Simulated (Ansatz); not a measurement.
## HBeP, singlet: reading a ladder of total energies

Geometry: a point of a bend scan, not a stationary point.

| atom | x (Å) | y (Å) | z (Å) |
| --- | --- | --- | --- |
| P | 0.3759 | 0.0000 | -0.3145 |
| Be | -1.2703 | 0.0000 | 0.8926 |
| H | -0.1916 | 0.0000 | 1.6836 |

Basis 6-31G; Ansatz 0.2.0. Correlated methods freeze the noble-gas cores, which leaves 8 electrons in 18 orbitals. Prefix R: restricted or restricted open-shell reference.

Full CI is exact within this basis and frozen core; it isn't the basis-set limit.

RHF is unstable: UHF (⟨S²⟩ = 1.35) lies 0.30 eV below the lowest RHF solution. Higher spins weren't run at this geometry and may lie near or lower.

RCCSD has a T1 diagnostic of 0.071 and a largest doubles amplitude of 0.09.

Runs differ by some tens of microhartree through their thresholds, so steps under 0.03 kcal/mol mean nothing.

| level | total energy (hartree) |
| --- | --- |
| RHF | -355.777832 |
| RMP2 | -355.855599 |
| RCCSD | -355.879003 |
| RCCSD(T) | -355.884573 |
| RCCSDT | -355.886010 |
| RCCSDT(Q) | -355.886569 |
| RCCSDTQ | -355.886229 |
| full CI | -355.886171 |

Problem. What is the correlation energy at full CI, and what share of it do RMP2 and RCCSD(T) recover?

Solution. E(corr) = -355.886171 − (-355.777832) = -0.108339 hartree = -2.948 eV. RMP2: -0.077767 / -0.108339 = 71.78 %. RCCSD(T): -0.106741 / -0.108339 = 98.53 %.

Problem. By how many kcal/mol does RCCSD(T) miss full CI (1 hartree = 627.509 kcal/mol), and which steps make up the rest?

Solution. -355.884573 − (-355.886171) = 0.001598 hartree = 1.00 kcal/mol. Steps: RCCSDT − RCCSD(T) = -0.90, RCCSDT(Q) − RCCSDT = -0.35, RCCSDTQ − RCCSDT(Q) = 0.21, full CI − RCCSDTQ = 0.04 kcal/mol. Differences between like states or geometries often cancel part of this.
